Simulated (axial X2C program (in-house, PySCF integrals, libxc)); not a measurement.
LiC⁻: cheaper levels and CCSD(T), with spin–orbit coupling

All values were computed with an axial X2C code built on PySCF integrals. Two-component (2c) means X2C with spin–orbit coupling and atomic mean-field two-electron Coulomb and Gaunt terms. Basis: C dyall-av3z [8s7p3d2f], Li dyall-av3z [9s9p3d] (cores contracted in-house); Gaussian nuclei, density fitting, unrestricted open shells. Masses: C 12.000 u, Li 7.016 u.

State: Ω = 1 (⟨Sz⟩ = 1.00, ⟨Lz⟩ = 0.00 at HF); fragments C- + Li.

| level | Re (Å) | ωe (cm⁻¹) | De (eV) |
| --- | --- | --- | --- |
| PBE0 | 1.986 | 542.9 | 1.87 |
| HF | 1.982 | 564.1 | 1.90 |
| CCSD | 2.003 | 539.2 | 1.88 |
| PBE50 | 1.972 | 559.8 | 1.93 |

Correlated methods: 6 electrons correlated (number of frozen shells: C 1 s; Li 1 s), 192 virtual spin orbitals or spinors in MP2, 75 natural virtuals in coupled cluster.

CCSD(T), same Hamiltonian and basis:

Re = 2.008 Å, ωe = 534.5 cm⁻¹, De = 1.87 eV; T1 = 0.018 (Lee–Taylor normalisation).

Problem. Give the differences from CCSD(T) in the columns below.

Solution. 

```
level  ΔRe (Å)  Δωe (cm⁻¹)  ΔDe (eV)
 PBE0   -0.022           8      0.00
   HF   -0.026          30      0.03
 CCSD   -0.005           5      0.01
PBE50   -0.036          25      0.06
```

One determinant describes the state; a PBE0 search over occupations chose it and may have missed a lower one. Dissociation energies refer to the lowest single-determinant-based atoms at the same level and basis. Density functionals use the spin component along the axis (collinear). Coupled cluster ran in a truncated set of natural virtual spinors; the MP2 energy of the rest was added. (T) has no such correction and the atoms are truncated less, which lowers De at CCSD(T) by a hundredth of an eV or more. PBE0 can misorder states that lie within some tenths of an eV, so this need not be the ground state of the molecule. The nearest other 2c determinant of the search, Ω = 2, lies 0.01 eV up at the distance of the search. Without a current term, density functionals place determinants with orbital angular momentum somewhat too high. With several unpaired electrons one determinant need not be a pure state. Open-shell Ω = 0 determinants with evenly filled partner blocks cannot be reached by this program, so the Ω shown need not be the lowest component. This is the Ω = 1 component of a π² triplet; the 0⁺ component is not one determinant and can lie lowest. The highest occupied level of some functionals is positive through self-interaction error; at Hartree–Fock it is bound. The determinant is spin-polarised beyond a pure state at some levels (its spin-free form has ⟨S²⟩ too high), which makes Re and μ there less reliable. Hartree–Fock gets electron affinities wrong, so its lowest charge split need not be the true one.
